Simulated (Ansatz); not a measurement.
Results of LDA in Ansatz (plane waves, PAW) for 1T (CdI2-type) CdI₂.

Run with plane-wave cutoff 520 eV, 12×12×6 k mesh (along the axes of the cell as run), perturbation theory, scalar-relativistic PAW data made under PBE.

The cell has the measured lattice parameters. Conventional cell: a = 4.2440 Å, b = 4.2440 Å, c = 6.8590 Å, α = 90.00°, β = 90.00°, γ = 120.00°.

Harmonic phonon frequencies (cm⁻¹; i marks an imaginary mode; at Γ without the LO shift):

```tsv
q point	frequencies
Γ	0 0 0 56 56 85 85 106 131
M	38 43 49 68 74 97 103 105 132
K	36 59 59 76 76 93 98 116 116
A	12 12 19 52 52 86 86 105 143
L	36 43 54 68 73 95 104 104 130
H	37 57 57 75 75 95 97 118 118
```

No imaginary mode appears at these points.

Note: the cell isn't this level's own, so it is under some stress, which shifts stiffness and frequencies.

Ansatz is a program for electronic structure.
